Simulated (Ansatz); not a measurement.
CH₇BSi⁺, that is BH2(CH2SiH3) with one electron fewer. The state is a doublet with charge 1. Geometry PBE0-D4/def2-TZVP, that of the neutral singlet; atoms count from 1.

Cartesian coordinates in Å:
```
B 1.406 -0.144 0.593
H 1.612 -1.184 1.152
H 1.861 0.861 1.061
C 0.506 -0.090 -0.647
Si -1.269 0.153 -0.023
H 0.679 0.767 -1.305
H 0.463 -1.017 -1.226
H -1.684 -0.977 0.848
H -1.394 1.419 0.744
H -2.181 0.213 -1.195
```

**Question.** Estimate the Mulliken populations from the PBE0/def2-TZVP orbitals of Ansatz.

**Answer.** 
```csv
atom,charge (e),spin (α − β)
B1,0.02,0.17
H2,0.14,0.03
H3,0.14,0.03
C4,-0.22,0.49
Si5,0.16,0.15
H6,0.23,-0.01
H7,0.23,-0.01
H8,0.09,0.00
H9,0.09,0.00
H10,0.15,0.16
```
Mulliken values and Mayer orders depend strongly on the basis.

**Question.** Where does the spin sit?

**Answer.** Summed by element: B 0.17, H 0.19, C 0.49, Si 0.15, of 1 unpaired in all. Largest on single atoms: C4 0.49, B1 0.17, H10 0.16.

**Question.** And the Mayer bond orders between bonded heavy atoms (over 0.3)?

**Answer.** B1–C4 0.92 (1.53 Å); C4–Si5 0.77 (1.90 Å).
